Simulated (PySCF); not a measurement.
Gas-phase reaction: 3 CO + 6 H = CH3OCH3 + CO2

Method: PySCF energies plus ideal-gas RRHO corrections (1 bar). Table values come from the NASA 1993 polynomials. † marks an energy on the PBE0/def2-TZVP geometry and frequencies; other levels use their own. MP2 and CCSD(T) freeze the core. 6-31G* has spherical d functions here. Open shells (unrestricted): H (multiplicity 2); the rest are closed-shell singlets. B3LYP is the form with VWN-RPA correlation. MP2 isn't extrapolated to the basis-set limit. CCSD(T) isn't extrapolated to the basis-set limit.

Levels: a) B3LYP/6-31G*; b) HF/def2-TZVP†; c) CCSD(T)/def2-TZVPP†; d) MP2/def2-SVP†; e) ωB97M-V/def2-TZVP†.

### Question
Order the levels by the distance of their ΔH°(298 K) from the table for this reaction, closest first.

### Answer
e (+11 kJ), c (+35 kJ), a (-64 kJ), d (+138 kJ), b (+427 kJ)

The table gives -1554 kJ. The order holds for this reaction alone, and for the 1993 entries, some of which have been revised since.
